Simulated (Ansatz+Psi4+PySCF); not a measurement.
Values are calculated unless marked as measured or tabulated.
Input for Psi4 1.11:

```
molecule {
0 2
B 0.000000 0.000000 0.000000
S 0.000000 0.000000 1.610000
}

basis {
assign B cc-pVTZ
assign S cc-pV(T+d)Z
}
set reference uhf
set scf_type pk
energy('scf')
```

The input is written out from the run's settings.

Results

| Property | Result |
| --- | --- |
| Converged | yes |
| Total energy | -422.19095 hartree |
| Spin squared of the determinant | 0.853 |
| Occupied orbitals by symmetry in an Abelian subgroup (alpha; beta) | 7 A1 2 B1 2 B2; 6 A1 2 B1 2 B2 |

Caution: the unrestricted determinant is spin contaminated.
